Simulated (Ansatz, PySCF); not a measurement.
This PySCF input computes a PBE/def2-TZVPD energy:

```python
from pyscf import gto, scf, dft

mol = gto.M(
    atom='''
    Cl   -0.00000000   -0.00000000   -0.50551697
    O     0.00000000    0.00000000    1.07422357
    ''',
    basis='def2-tzvpd',
    charge=0,
    spin=1,
    symmetry='C2v',
    verbose=4,
)

mf = dft.UKS(mol, xc='pbe').density_fit(auxbasis='def2-universal-jkfit')
mf.grids.level = 3
mf.conv_tol = 1e-9
mf.max_cycle = 100
mf.max_memory = 1500
mf.kernel()
if not mf.converged:
    mf = mf.newton()
    mf.kernel(mf.make_rdm1())
mf.analyze()
```

**Question.** Write an input for the same energy in Ansatz (a quantum-chemistry and plane-wave program) and say what it gives.

**Answer.** 
Ansatz 0.2 input:
```yaml
crystal:
  periodic: [false, false, false]
  atoms:
    - {symbol: Cl, position_ang: [-0.00000000, -0.00000000, -0.50551697]}
    - {symbol: O, position_ang: [0.00000000, 0.00000000, 1.07422357]}
basis:
  gaussian:
    orbitals: def2-TZVPD
hamiltonian:
  xc: {name: PBE}
magnetization: {spin_polarized: true, initial_magnetization: 1}
output: {forces: true}
```
It gives -535.09916 Eh, and PySCF -535.09919 Eh, a difference of 0.03 mEh, from the treatment of integrals and grids.
